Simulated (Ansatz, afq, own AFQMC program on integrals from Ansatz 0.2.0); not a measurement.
Two steps: Ansatz 0.2.0 writes the Fock matrix and Cholesky factors of the valence space, and afq projects on them the lowest state that overlaps trial and start.

```yaml
crystal:
  periodic: [false, false, false]
  atoms:
    - {symbol: Al, position_ang: [0.000000, 0.000000, 0.000000]}
    - {symbol: N, position_ang: [0.000000, 0.000000, 1.789283]}
basis:
  gaussian: {orbitals: aug-cc-pVDZ}
total_charge: 1
magnetization: {spin_polarized: true, initial_magnetization: 3}
correlation: {method: ccsd_t, electrons: outside_noble_gas, hamiltonian_folder: ham}
```

```sh
$ ansatz run in.yaml --threads 1 --pin off --events-out ev --progress --plain --max-ram 1382MiB
```

afq runs on the folder ham with

```
--method free --trial cisd --walkers 60 --time-step 0.03 --max-blocks 80 --target-error 0.00032 --factor-cut 1e-05 --seed 3987 --times 0,0.3,0.6,1.2,1.8,2.4,3.6,4.8,6 --taylor-order 8
```

Times are imaginary, in 1/Eh. The walk had a cap of 1486 s.

afq prints:

```
orbitals 44  electrons 5 2  factors 316 of 503
reference energy -296.01550216 Eh
CCSD correlation -0.14672782 Eh in 12 cycles, weight of the determinant in the CISD state 0.9092
repeat  energy at the last time / Eh  error
    10  -296.167778  0.000896
    20  -296.167744  0.000617
    30  -296.168004  0.000798
    40  -296.167559  0.000639
    50  -296.167368  0.000560
    60  -296.167444  0.000500
    70  -296.167260  0.000461
    80  -296.167568  0.000434
time / (1/Eh)  energy / Eh  error  mean overlap
  0.00  -296.162185  0.000074  1.0994
  0.30  -296.165315  0.000115  1.0999
  0.60  -296.166584  0.000158  1.0916
  1.20  -296.167356  0.000172  1.0952
  1.80  -296.167434  0.000167  1.1061
  2.40  -296.167657  0.000235  1.1126
  3.60  -296.167684  0.000291  1.1205
  4.80  -296.167954  0.000398  1.1277
  6.00  -296.167568  0.000434  1.1658
energy -296.167568 +/- 0.000434 Eh
```

The run passed its tests (error under three times the target), which doesn't prove that it has relaxed.

Against this walk (error 11.8 meV) on the same determinant: CCSD(T) 22.9 meV higher (within the noise), CCSDT(Q) 12.7 meV lower (within the noise). The error is statistical, and a free projection of finite length keeps a remainder of its start.

Cautions: remainder of the start not in the error; error above the target (11.8 against 8.7 meV); higher spins were not checked; unrestricted determinant slightly spin contaminated (⟨S²⟩ 3.80 against 3.75).

The walk took 9.2 min on 1 thread of AMD EPYC 7R43 64-Core Processor (Zen 3), with other jobs on the host. The log's last line is the free-projection energy.

CCSDT and higher add their correlation energy to the determinant of the CCSD(T) run, since their own runs factorise the integrals more tightly (a shift of under 2 meV). A walk keeps the symmetry of its determinant, which the program's search chose and which needn't be the lowest solution, so a lower state of the same spin and another symmetry isn't excluded.
